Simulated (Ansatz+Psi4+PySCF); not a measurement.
Results of a calculation; reference values are marked as such.
Input for Ansatz (development build ahead of 0.2.0):

```yaml
crystal:
  periodic: [false, false, false]
  atoms:
    - { symbol: C, position_ang: [0.0, 0.0, 0.0] }
    - { symbol: O, position_ang: [0.0, 0.0, 1.17866] }
    - { symbol: O, position_ang: [0.0, 0.0, -1.17866] }
basis:
  gaussian: { orbitals: cc-pVTZ }
hamiltonian:
  xc: hf
correlation:
  method: ccsd_t
  frozen_orbitals: { C: 1, O: 1 }
```

The input is written out in the form of the current development build from the run's settings.

The run gave:

```json
{"Converged": "yes", "Reference energy": "-187.70182 hartree", "CCSD correlation energy": "-0.59534 hartree", "Triples correction": "-0.02947 hartree", "Total energy": "-188.32663 hartree", "Spin squared of the determinant": "0.000", "Stability test": "minimum among restricted orbitals", "T1 diagnostic": "0.019", "Largest doubles amplitude": "0.06", "Occupied orbitals by symmetry in an Abelian subgroup (alpha; beta)": "4 Ag 3 B1u 1 B2g 1 B2u 1 B3g 1 B3u; 4 Ag 3 B1u 1 B2g 1 B2u 1 B3g 1 B3u"}
```
